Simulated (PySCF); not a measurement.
## Core-level binding energies of MgCl2

Species: MgCl₂.
Bonds: Mg1–Cl2, Mg1–Cl3.

Computed with PySCF, delta-SCF UKS SCAN, pcX-2 on the ionised atom, pcseg-1 elsewhere, spin-free X2C. Each binding energy is the total energy of the core-ionised species, with the hole localised on one atom, minus that of the ground state; both are solved self-consistently, so orbital relaxation is included.

Task: List the computed XPS lines with their assignment.

Result: 
```json
{"atom(s)": "Cl2/Cl3", "environment": "chlorine bonded to Mg", "level": "Cl 1s", "binding energy (eV)": "2828.07", "2p1/2 (eV)": "–", "count": "2"}
{"atom(s)": "Mg1", "environment": "magnesium bonded to 2 Cl", "level": "Mg 1s", "binding energy (eV)": "1313.51", "2p1/2 (eV)": "–", "count": "1"}
{"atom(s)": "Cl2/Cl3", "environment": "chlorine bonded to Mg", "level": "Cl 2p3/2", "binding energy (eV)": "205.45", "2p1/2 (eV)": "207.11", "count": "2"}
```

Task: Give the binding energy of Cl 1s of Cl2 (atom 2)/Cl3 in hartree and in kJ/mol.

Result: 2828.07 eV = 103.9297 Eh = 272867 kJ/mol.

Task: Which effective nuclear charge Zeff reproduces each element's mean 1s value in the hydrogen-like formula E = 13.606 eV × Zeff²?

Result: Mg (Z = 12): mean 1313.5 eV, Zeff = 9.83, Z − Zeff = 2.17; Cl (Z = 17): mean 2828.1 eV, Zeff = 14.42, Z − Zeff = 2.58. Means run over the listed sites, weighted by atom count.

The first atom of each set that the bonding makes equivalent was ionised and stands for the set. Spin–orbit coupling isn't in the SCF: each 2p doublet comes from a relaxed spin-free hole plus a matrix of the shell (mean-field spin–orbit coupling and the ground-state 2p splitting), with 2p3/2 averaged over its two sublevels. 2p1/2 minus 2p3/2 (ligand field included): Cl 1.65 eV. Geometry: PBE0-D3(BJ)/def2-SVP; no solvent, vibrations or thermal averaging.

On Arm Neoverse V1, one thread, on a shared host, this took 3.0 s.
